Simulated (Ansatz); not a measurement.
Reaction (ligand exchange at a Mg–O bond): `[OH][Mg][SH]` + HCl → `[SH][Mg][Cl]` + H₂O

Program: Ansatz. Geometries: PBE0-D4/def2-TZVP. ΔE: electronic, gas phase. CCSD(T)/CBS is the MP2 limit (def2-TZVPP, def2-QZVPP) plus CCSD(T) − MP2 in def2-TZVPP, frozen cores. This one scheme is used for every species. DFT in def2-TZVPP. For Mg outer-core shells are correlated without core-valence functions, which leaves a few kJ/mol of doubt a bond. One conformer a species, not always the lowest.

CCSD(T)/CBS gives -19.3 kcal/mol.

Problem. Another level gave -19.7 kcal/mol. Which?
A. MP2/def2-TZVPP
B. r2SCAN/def2-TZVPP
C. r2SCAN0-D4/def2-TZVPP
D. HF/def2-TZVPP

Solution. B. r2SCAN -19.7, MP2/def2-TZVPP -18.7, r2SCAN0-D4 -20.7, HF/def2-TZVPP -22.4 kcal/mol.

Largest T1 diagnostic among the species: 0.010.

From PBE to PBE0 (25 % exact exchange), in def2-TZVPP and without D4, ΔE moves by −1.3 kcal/mol. In def2-TZVPP, CCSD(T) changes the Hartree–Fock value by +3.5 kcal/mol (the triples alone add +0.1 kcal/mol) and MP2 by +3.7 kcal/mol. Leaving LDA and LC-ωPBE aside and taking each functional with its dispersion term where it has one, the values, not all of them listed here, spread over 3.0 kcal/mol, from HSE06-D4 to BLYP-D4. LDA lies +1.1 kcal/mol from PBE without D4.
